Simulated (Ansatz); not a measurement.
Al2Si⁻. Total charge -1; doublet. Geometry B3LYP-D4/def2-TZVP, that of the neutral singlet; atoms count from 1.

```xyz
3

Al   -1.290    0.435   -0.402
Al    0.766    0.641    1.008
Si    0.524   -1.076   -0.606
```

The structure comes from a short search, and lower isomers may exist.

Problem. Estimate the Mulliken populations from the PBE0/def2-TZVPD orbitals of Ansatz.

Solution. 
```csv
atom,charge (e),spin (α − β)
Al1,-0.33,0.29
Al2,-0.33,0.29
Si3,-0.33,0.42
```
Mulliken values depend strongly on the basis. With diffuse functions, as here, like atoms can get unlike values, and bond orders can come out too low or too high.

Problem. Where does the spin sit?

Solution. Summed by element: Al 0.58, Si 0.42, of 1 unpaired in all. Largest on single atoms: Si3 0.42, Al1 0.29, Al2 0.29.

Problem. And the Mayer bond orders between heavy atoms (over 0.3)?

Solution. Al1–Al2 0.87 (2.50 Å); Al1–Si3 1.37 (2.37 Å); Al2–Si3 1.37 (2.37 Å).
